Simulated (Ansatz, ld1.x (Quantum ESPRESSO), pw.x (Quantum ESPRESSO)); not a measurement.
H: one change to the PAW potential, in the atom and in the fcc crystal

hydrogen (H), PAW, made with ld1.x (Quantum ESPRESSO) 7.5 (PBEsol, scalar-relativistic). Core none, reference 1s1. Waves: 1s (bound): rcut 1.35, rcutus 1.50 bohr; 1s channel at 0.85 Ry: rcut 1.35, rcutus 1.50 bohr; 2p channel at 0.05 Ry: rcut 1.15, rcutus 1.45 bohr; 2p channel at 1.8 Ry: rcut 1.15, rcutus 1.45 bohr. Local part: all-electron potential smoothed inside 1.45 bohr (lloc = -2). Core correction: none. Augmentation charge: PSQ, inside the norm-conserving radii.

Change: local potential all-electron potential smoothed inside 1.16 bohr (lloc = -2).

Cutoffs, loose and tight: the cutoffs (Ry, on a coarse ladder) from which the occupation-weighted sum of valence levels, in a spherical-Bessel basis at the reference potential, stays within 10 and 1 mRy of its value at 400 Ry. They do not see the model core or the augmentation charge, which bear on the density cutoff. Test errors are all-electron minus pseudo excitation energies from the reference, over the configurations 1s0.5; variants that change the core or the reference have their own tests.

Crystal test: fcc H in pw.x 7.5, no spin, 18³ k-points, Fermi–Dirac smearing 0.01 Ry, cutoffs set for each file from its atomic test. The reference is all-electron LAPW (Ansatz 0.2.0) with the same functional, mesh and smearing; V0 and B0 come from Birch–Murnaghan fits to the pressures at five volumes. Errors are pseudo minus all-electron; Δ is the rms difference of the E(V) curves that follow from these fits, minima aligned, over ±6 % about the mean V0. Mesh and smearing are coarse, so the numbers serve the comparison and aren't converged zero-temperature values; the lattice is a test structure that the element need not adopt.

All-electron: a0 = 2.267 Å (V0 = 2.91 Å³/atom), B0 = 114.1 GPa.

Task: Does the change bring the crystal closer to the all-electron result?

Result: The mean pressure error goes from +1.11 to +0.29 GPa, so the change moves the solid closer to the all-electron pressures.

```csv
quantity,base,changed
outcome (atom),generated,generated
"cutoff, loose (atom)",12 Ry,10 Ry
"cutoff, tight (atom)",18 Ry,18 Ry
bound ghosts (atom),none,none
cutoffs in pw.x (Ry),40/360,40/360
a0 (Å),2.275,2.269
a0 error (%),+0.32,+0.08
B0 error (%),+0.2,+0.1
Δ (meV/atom),0.7,0.2
mean pressure error (GPa),+1.11,+0.29
```

 The atomic cutoffs weigh occupied waves only.
